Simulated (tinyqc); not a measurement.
Inside a calculation. Method: extended Hueckel theory, for PH3. One step of it, computed by the program tinyqc.

Question. Mulliken analysis. P = C n C^T; charge = valence electrons (P 5, H 1) minus the sum of (P S)_ii on the atom; overlap population = 2 sum P_ij S_ij between two atoms.

coefficients, order 1P 3s, 1P 3px, 1P 3py, 1P 3pz, 2H 1s, 3H 1s, 4H 1s:
$$\begin{pmatrix}
0.592860 & 0.000127 & 0.000000 & 0.442378 & 0.000000 & 0.000663 & 1.252933 \\
-0.000049 & 0.600309 & 0.000000 & -0.000020 & 0.000000 & 1.115307 & -0.001068 \\
0.000000 & 0.000000 & 0.600385 & 0.000000 & 1.115159 & 0.000000 & 0.000000 \\
-0.098249 & 0.000000 & 0.000000 & 0.869337 & 0.000000 & -0.000476 & -0.865382 \\
0.253794 & 0.438441 & 0.000000 & -0.076697 & 0.000000 & -0.992147 & -0.819194 \\
0.253912 & -0.219131 & 0.379643 & -0.076662 & -0.858806 & 0.495325 & -0.820622 \\
0.253912 & -0.219131 & -0.379643 & -0.076662 & 0.858806 & 0.495325 & -0.820622
\end{pmatrix}$$

occupations: [2.000000, 2.000000, 2.000000, 2.000000, 0.000000, 0.000000, 0.000000]

overlap S, order 1P 3s, 1P 3px, 1P 3py, 1P 3pz, 2H 1s, 3H 1s, 4H 1s:
$$\begin{pmatrix}
1.000000 & 0.000000 & 0.000000 & 0.000000 & 0.408609 & 0.408773 & 0.408773 \\
0.000000 & 1.000000 & 0.000000 & 0.000000 & 0.477914 & -0.239054 & -0.239054 \\
0.000000 & 0.000000 & 1.000000 & 0.000000 & 0.000000 & 0.413856 & -0.413856 \\
0.000000 & 0.000000 & 0.000000 & 1.000000 & -0.277254 & -0.277367 & -0.277367 \\
0.408609 & 0.477914 & 0.000000 & -0.277254 & 1.000000 & 0.090229 & 0.090229 \\
0.408773 & -0.239054 & 0.413856 & -0.277367 & 0.090229 & 1.000000 & 0.090346 \\
0.408773 & -0.239054 & -0.413856 & -0.277367 & 0.090229 & 0.090346 & 1.000000
\end{pmatrix}$$

Give: charges; Overlap populations.

Answer.

charges: 1P -0.2599, 2H 0.0866, 3H 0.0866, 4H 0.0866

Overlap populations:
```
pair      value
2-1    0.795284
3-1    0.795379
3-2   -0.009295
4-1    0.795379
4-2   -0.009295
4-3   -0.009310
```
